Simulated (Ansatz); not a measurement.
CH$_{3}$BS, SMILES `BC=S`. The species carries charge 0 and has multiplicity 1.

Cartesian coordinates in Å:
```
B 0.6778 -0.0630 0.2341
C -0.6318 0.0794 -0.5354
S -1.3877 0.0395 0.8970
H 1.2903 0.9220 0.5265
H 1.1440 -1.1533 0.3915
H -1.0926 0.1755 -1.5137
```

(1) List the harmonic frequencies (cm⁻¹, unscaled) at PBE0-D4/def2-TZVP in Ansatz. (An estimate is asked.)

(2) Is this a minimum?

(3) Give the ideal-gas thermochemistry at 298.15 K and 1 bar (rigid rotor, harmonic oscillator; point group Cs, symmetry number 1).

Answers

(1) The calculation gave: 260, 510, 720, 866, 907, 970, 1091, 1138, 1194, 2570, 2655, 3183.

(2) Yes, all 12 modes are real.

(3) Zero-point energy 96.1 kJ/mol; H(298) − E = 108.7 kJ/mol; entropy 267.0 J/(mol·K), of which translation 159.5, rotation 94.4, vibration 13.1; G(298) − E = 29.1 kJ/mol.
